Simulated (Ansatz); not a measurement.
C₄H₈F₂, SMILES `CC(F)CCF`. The species carries charge 0 and has multiplicity 1.

```xyz
14

C     0.469    1.147    1.498
C    -0.181    0.033    0.720
F    -1.567    0.177    0.815
C     0.188    0.025   -0.747
C    -0.417   -1.127   -1.507
F     0.111   -2.325   -1.047
H     0.227    2.116    1.057
H     0.124    1.140    2.533
H     1.554    1.026    1.497
H     0.055   -0.939    1.167
H    -0.148    0.964   -1.201
H     1.278   -0.013   -0.843
H    -1.500   -1.167   -1.368
H    -0.193   -1.056   -2.575
```

Q: What are the harmonic wavenumbers in cm⁻¹ at PBE0-D4/def2-TZVP (Ansatz, finite differences of forces, unscaled)? (Estimate.)

A: Ansatz gave: 71, 130, 221, 231, 327, 416, 466, 544, 794, 862, 923, 982, 1014, 1094, 1140, 1152, 1169, 1249, 1282, 1342, 1376, 1404, 1416, 1424, 1447, 1478, 1490, 1507, 3051, 3057, 3065, 3068, 3103, 3121, 3136, 3144.

Q: Is this a minimum?

A: Yes, all 36 modes are real.

Q: Give the ideal-gas thermochemistry at 298.15 K and 1 bar (rigid rotor, harmonic oscillator; point group C1, symmetry number 1).

A: Zero-point energy 309.2 kJ/mol; H(298) − E = 329.8 kJ/mol; entropy 343.5 J/(mol·K), of which translation 165.5, rotation 113.1, vibration 64.8; G(298) − E = 227.4 kJ/mol. Modes under 100 cm⁻¹ are hindered rotations or soft bends, so the harmonic entropy is rough.

Q: And at 400, 500, 600, 800 and 1000 K?

A: 
```csv
T (K),H − E (kJ/mol),S (J/mol/K),G − E (kJ/mol)
400,342.2,379.0,190.6
500,357.1,412.2,151.0
600,374.4,443.7,108.2
800,414.8,501.5,13.6
1000,461.0,553.0,-92.0
```

Q: Rotational constants (cm⁻¹)?

A: 0.2091, 0.06676, 0.06099.
